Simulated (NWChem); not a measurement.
# H2S (hydrogen sulfide) at 3 levels

Aim: a comparison of 3 runs (BLYP/aug-cc-pVTZ, CCSD/aug-cc-pVTZ, CCSD(T)/aug-cc-pVTZ) of H2S (hydrogen sulfide). 

The calculation is run with NWChem 7.3.0.

## 1. The structure to begin with

H2S: 3 atoms, total charge 0, spin state singlet. SMILES: `S`. The S1–H3 distance was set to 1.744 Å, away from the relaxed value.

Bond lengths: S1–H2 1.341 Å. A long bond or contact: S1–H3 1.744 Å.

## 2. The energy at BLYP/aug-cc-pVTZ (run 1)

Input file run.py:

```python
from ase import Atoms
from ase.calculators.nwchem import NWChem

molecule = Atoms(['S', 'H', 'H'], positions=[
    [0.822132, -0.149665, 0.438938],
    [0.424532, 1.128635, 0.357438],
    [-0.593400, -0.717100, -0.406300],
])

calc = NWChem(
    label='h2s',
    theory='dft',
    memory='2200 mb',
    basis='aug-cc-pVTZ',
    basispar='spherical bse',
    dft={'xc': 'becke88 lyp', 'mult': '1', 'grid': 'fine', 'convergence': 'energy 1e-08', 'iterations': '100', 'mulliken': None, 'print': 'low'},
    task='energy',
)
molecule.calc = calc

print(f"energy = {molecule.get_potential_energy():.6f} eV")
```

On the command line:

```bash
$ export ASE_NWCHEM_COMMAND="nwchem PREFIX.nwi > PREFIX.nwo"
$ python run.py
```

Log:

```text
energy = -10867.354204 eV
```

The calculator wrote h2s.nwi:

```
title "h2s"

permanent_dir h2s

scratch_dir h2s

start h2s

geometry units angstrom nocenter noautosym noautoz
  S  8.2213199999999997e-01 -1.4966499999999999e-01 4.3893799999999999e-01
  H  4.2453200000000002e-01 1.1286350000000001e+00 3.5743799999999998e-01
  H  -5.9340000000000004e-01 -7.1709999999999996e-01 -4.0629999999999999e-01
end

memory 2200 mb

basis spherical bse noprint
   * library aug-cc-pVTZ
end

dft
  xc becke88 lyp
  mult 1
  grid fine
  convergence energy 1e-08
  iterations 100
  mulliken
  print low
end

task dft energy
```

h2s.nwo, cut to the lines that bear on the results:

```text
[...]
         Total DFT energy =     -399.367904099504
      One electron energy =     -573.576490287685
           Coulomb energy =      189.081022255890
    Exchange-Corr. energy =      -26.277373075566
 Nuclear repulsion energy =       11.404937007857
[... 1 line left out ...]
 Numeric. integr. density =       17.999999558918
[...]
      Total Density - Mulliken Population Analysis
     ---------------------------------------------
    Atom       Charge   Shell Charges
 -----------   ------   -------------------------------------------------------
    1 S   16    16.19   2.00  1.82  0.27  1.16  0.64  0.01  5.80  0.91  2.23  1.23  0.05  0.02  0.03  0.01  0.00 -0.00
    2 H    1     0.90   0.25  0.48  0.09  0.00  0.01  0.04  0.02  0.00  0.01
    3 H    1     0.92   0.19  0.46  0.21  0.01  0.00  0.02  0.02  0.00  0.01
[...]
```

Wall time 18 s (1 thread of Intel Xeon Platinum 8488C (Sapphire Rapids), shared host); peak memory 0.11 GiB.

## 3. A single-point energy at CCSD/aug-cc-pVTZ (run 2)

Input file input.xyz:

```xyz
3

S      0.822132    -0.149665     0.438938
H      0.424532     1.128635     0.357438
H     -0.593400    -0.717100    -0.406300
```

Input file run.py:

```python
from ase.io import read
from ase.calculators.nwchem import NWChem

atoms = read('input.xyz')

calc = NWChem(
    label='input',
    theory='ccsd',
    memory='2200 mb',
    basis='aug-cc-pVTZ',
    basispar='spherical bse',
    scf={'nopen': '0', 'rhf': None, 'thresh': '1e-08', 'maxiter': '80'},
    ccsd={'freeze': 'core 5', 'maxiter': '60'},
    task='energy',
)
atoms.calc = calc

print("Total energy (eV):", round(atoms.get_potential_energy(), 6))
```

On the command line:

```bash
$ export ASE_NWCHEM_COMMAND="nwchem PREFIX.nwi > PREFIX.nwo"
$ python run.py
```

Log:

```text
Total energy (eV): -10854.340564
```

The calculator wrote input.nwi:

```
title "input"

permanent_dir input

scratch_dir input

start input

geometry units angstrom nocenter noautosym noautoz
  S  8.2213199999999997e-01 -1.4966499999999999e-01 4.3893799999999999e-01
  H  4.2453200000000002e-01 1.1286350000000001e+00 3.5743799999999998e-01
  H  -5.9340000000000004e-01 -7.1709999999999996e-01 -4.0629999999999999e-01
end

memory 2200 mb

basis spherical bse noprint
   * library aug-cc-pVTZ
end

scf
  nopen 0
  rhf
  thresh 1e-08
  maxiter 80
end
ccsd
  freeze core 5
  maxiter 60
end

task ccsd energy
```

input.nwo, cut to the lines that bear on the results:

```text
[...]
      One-electron energy =   -573.471741522909
[... 1 line left out ...]
 Nuclear repulsion energy =     11.404937007857
[... 27 lines left out ...]
                       ROHF Final Molecular Orbital Analysis
[... 253 lines left out ...]
 MP2 Corr. energy:             -0.199345147153981
[...]
             energy      energy      error      ampl     ampl      Block
[... 6 lines left out ...]
[...]
 Total CCSD energy:           -398.889661631493709
[...]
```

Run time: 1.8 min. Hardware: 1 thread of Intel Xeon Platinum 8488C (Sapphire Rapids), shared host; peak memory 0.12 GiB.

## 4. A single-point energy at CCSD(T)/aug-cc-pVTZ (run 3)

Input file geom.nw:

```
start geom
title "H2S energy"
memory stack 880 mb heap 220 mb global 1100 mb
geometry units angstrom noautosym nocenter noautoz
S     0.822132   -0.149665    0.438938
H     0.424532    1.128635    0.357438
H    -0.593400   -0.717100   -0.406300
end
basis spherical bse
S library aug-cc-pVTZ
H library aug-cc-pVTZ
end
scf
thresh 1e-08
maxiter 80
print medium
end
ccsd
freeze core 5
maxiter 60
end
task ccsd(t) energy
```

On the command line:

```bash
$ nwchem geom.nw > geom.out
```

Log:

```text
[...]
  functions       =    96
[...]
  wavefunction    = RHF
[...]
         Total SCF energy =   -398.664138973756
      One-electron energy =   -573.471741522738
      Two-electron energy =    163.402665541125
 Nuclear repulsion energy =     11.404937007857
        Time for solution =     19.8s
[...]
 Total MP2 energy:           -398.863484120908822
[...]
             energy      energy      error      ampl     ampl      Block
                                                time     time      time
[...]
 Total CCSD energy:           -398.889661631474553
[...]
 Total CCSD+T(CCSD) energy:           -398.899644981157451
[...]
 Total CCSD(T) energy:                -398.899455002330114
[...]
```

Run time: 1.9 min. Hardware: 1 thread of Intel Xeon Platinum 8488C (Sapphire Rapids), shared host; peak memory 0.16 GiB.

## 5. Overview of the runs

| run | level | integration grid | iteration cap | energy (Eh) | wall time |
| --- | --- | --- | --- | --- | --- |
| 1 | BLYP/aug-cc-pVTZ | fine | 100 | -399.367904 | 18 s |
| 2 | CCSD/aug-cc-pVTZ | – | 80 | -398.889662 | 1.8 min |
| 3 | CCSD(T)/aug-cc-pVTZ | – | 80 | -398.899455 | 1.9 min |

## 6. What came out

| quantity | value |
| --- | --- |
| run 3: total energy | -398.89946 Eh |
| run 3: HOMO energy (Hartree–Fock orbitals) | -10.51 eV |
| run 3: LUMO energy (Hartree–Fock orbitals) | 0.59 eV |
| run 3: HOMO–LUMO gap (Hartree–Fock orbitals) | 11.10 eV |
| run 3: correlation energy (5 core orbitals frozen) | -235.3 mEh |
| run 3: (T) correction | -9.79 mEh |

All runs together took 4.1 min, the longest 1.9 min.
